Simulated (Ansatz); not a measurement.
Ansatz (a first-principles code) input (PBE/def2-TZVPP):

Ansatz 0.2 input:
```yaml
crystal:
  periodic: [false, false, false]
  atoms:
    - {symbol: C, position_ang: [-0.00000000, -0.00000000, -0.48944061]}
    - {symbol: C, position_ang: [0.00000000, 0.00000000, 0.74906153]}
    - {symbol: H, position_ang: [-0.00000000, -0.00000000, -1.55772552]}
basis:
  gaussian:
    orbitals: def2-TZVPP
    final_grid: {core_spheres: 18, valence_spheres: 15, degree: 47}
hamiltonian:
  xc: {name: PBE}
total_charge: -1
magnetization: {spin_polarized: false}
```

Output:

```
Functional definition: PBE
integrals: 0.01 GiB planned
419 factors; their error is unknown
mean field: 0.13 GiB planned
mean field evaluation 1: about -2083.7472 eV, gradient 2.4e1 eV
mean field evaluation 2: about -2078.9246 eV, gradient 4.6e1 eV
mean field evaluation 4: about -2085.3854 eV, gradient 3.1e0 eV
mean field evaluation 8: about -2085.4035 eV, gradient 2.6e-2 eV
mean field -2085.40353153 eV, -76.6371662465 hartree, gradient 7.3e-5 eV, S^2 0.000000; 0 other end points of the search recorded, 0 dependent functions left out
reference -2085.40355548 eV, -76.6371671264 hartree; 7, 7 occupied and 69, 69 virtual orbitals, 419 factors
Total energy: -2085.40355548 eV, -76.6371671264 hartree
```
